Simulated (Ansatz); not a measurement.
System: N2H4, charge 0, singlet. N2H4 (SMILES NN).
B3LYP-D3(BJ)/def2-TZVP minimum from Ansatz (a quantum-chemistry and plane-wave program):
```xyz
6

N     -0.0129     0.7139    -0.0827
N      0.0114    -0.7158    -0.0646
H      0.2269     1.1174     0.8176
H     -0.9512     1.0064    -0.3221
H     -0.2103    -1.0959     0.8505
H      0.9449    -1.0146    -0.3149
```

Total energies in hartree (Ansatz). Radicals and triplets start from unrestricted determinants; spin-orbit coupling is neglected. Correlated methods leave the cores frozen. No relativity. For partners of very few electrons the exact lower level stands in for a higher one.

| species | HF/cc-pVTZ | CCSD(T)/cc-pVTZ | HF/cc-pVQZ | CCSD(T)/cc-pVQZ | CCSDT(Q)/cc-pVTZ |
|---|---|---|---|---|---|
| 1: N2H4 (SMILES NN) | -111.22421 | -111.69834 | -111.23352 | -111.73574 | -111.69928 |
| 2: N (quartet) | -54.40069 | -54.51471 | -54.40372 | -54.52482 | -54.51507 |
| 3: H (doublet) | -0.49981 | -0.49981 | -0.49995 | -0.49995 | -0.49981 |

Work out the atomisation energy (electronic, to ground-state atoms) in kcal/mol: take Hartree-Fock from cc-pVQZ, extrapolate the CCSD(T) correlation energy as X^-3 (X = 3, 4), and add CCSDT(Q) - CCSD(T) in cc-pVTZ. 1 hartree = 627.51 kcal/mol.


Species 1: correlation (64·(-0.50222) - 27·(-0.47413))/37 = -0.52272; step -0.00094; E1 = -111.23352 + (-0.52272) + (-0.00094) = -111.75718
Species 2: correlation (64·(-0.12110) - 27·(-0.11402))/37 = -0.12627; step -0.00036; E2 = -54.40372 + (-0.12627) + (-0.00036) = -54.53035
Species 3: correlation (64·(0.00000) - 27·(0.00000))/37 = 0.00000; step +0.00000; E3 = -0.49995 + (0.00000) + (+0.00000) = -0.49995
-1·E1 +2·E2 +4·E3 = 0.69668 hartree = 437.2 kcal/mol.
